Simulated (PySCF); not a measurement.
Computed shifts of a molecule C6H6, PySCF with B3LYP/pcSseg-1, GIAO, gas phase, equivalent atoms averaged, in ppm (number of nuclei): ¹³C: 137.4 (6). ¹H: 7.68 (6). References: ¹³C against TMS (σ = 181.3 ppm); ¹H against TMS (σ = 31.68 ppm), references at their B3LYP-D3(BJ)/def2-TZVP geometries, non-relativistic. The structure is a stationary point at r2SCAN-D4/def2-SVP. Other conformers were not sampled.

Problem. Which molecule gave these data?
(A) C#CCCC#C
(B) c1ccccc1
(C) C#CCC=C=C
(D) C#CC=C=CC

Solution. B, c1ccccc1
